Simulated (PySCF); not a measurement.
Geometry:
| atom | x (Å) | y (Å) | z (Å) |
| --- | --- | --- | --- |
| P1 | -1.643 | 0.005 | 0.050 |
| Si2 | 0.685 | -0.132 | -0.217 |
| S3 | 1.487 | 1.509 | 0.826 |
| H4 | -2.147 | 1.256 | -0.372 |
| H5 | -2.052 | -0.106 | 1.398 |
| H6 | -2.423 | -0.953 | -0.641 |
| H7 | 0.798 | 0.031 | -1.684 |
| H8 | 0.970 | -1.479 | 0.333 |
| H9 | 1.579 | 0.848 | 2.004 |

Total charge +1.

Geometry: PBE0-D3(BJ)/def2-SVP; GIAO shifts from PySCF, gas phase, non-relativistic, averaged over equivalent atoms.

At PBE0/pcSseg-1 (102 basis functions, 6.2 s wall time on 1 thread of an Arm Neoverse V1, shared host):
```
   atoms  δ (ppm)
      P1   -167.0
     Si2    -20.2
      S3   -246.4
   H7/H8     5.84
H4/H5/H6     5.10
      H9     1.95
```

Scale: 31P (σ = 310.13 ppm) against H3PO4; 29Si (σ = 351.99 ppm) and 1H (σ = 31.27 ppm) vs TMS; 33S (σ = 495.66 ppm) against CS2 (reference shieldings calculated alike).

Estimate the result of repeating the calculation with B3LYP/pcSseg-2.

## Answers


```csv
atoms,δ at B3LYP/pcSseg-2,change
P1,-150.9,+16.1
Si2,-25.9,-5.7
S3,-216.7,+29.7
H7/H8,5.77,-0.07
H4/H5/H6,5.03,-0.07
H9,1.71,-0.24
```

Referencing at the same level of theory: 31P (σref 283.32) against H3PO4; 29Si (σref 324.61), 1H (σref 31.39) vs TMS; CS2 for 33S (σref 492.20).

The largest change is at S3 (sulfur bonded to Si, H). Cost: 213 basis functions, 13 s wall time on 1 thread of an Arm Neoverse V1, shared host.

Experimental scales use liquid or dissolved standards, which lie at an offset from isolated H3PO4.
